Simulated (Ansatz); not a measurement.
cyclo-(PH)4 (P4H4) was relaxed with r2SCAN-D4 (def2-SVP) in Ansatz in these states: charge +1 doublet, neutral singlet. The geometries follow in no particular order.

A:

```xyz
8

P    -0.686   -1.246   -0.832
P     0.432   -1.185    1.153
P     1.592    0.425    0.031
P    -0.440    1.003   -0.778
H    -2.010   -1.319   -0.290
H    -0.481   -0.257    1.765
H     1.662    1.374    1.102
H    -0.068    1.205   -2.151
```

B:

Cartesian coordinates in Å:
```
P 0.2952 -1.0394 -1.3206
P -1.4223 -0.5316 0.0004
P -0.1068 0.0392 1.7023
P 1.4568 0.2597 0.1011
H -0.0399 -0.0781 -2.3242
H -1.9967 0.6708 -0.5053
H -0.5858 1.3842 1.7750
H 2.3994 -0.7048 0.5713
```

Q: Judge from the bond lengths which geometry belongs to which state (an estimate).

A: A is the neutral singlet (P2–P3 2.279 Å, P1–P2 2.279 Å, P3–P4 2.263 Å); B is the charge +1 doublet (P2–P3 2.225 Å, P1–P2 2.225 Å, P3–P4 2.249 Å).
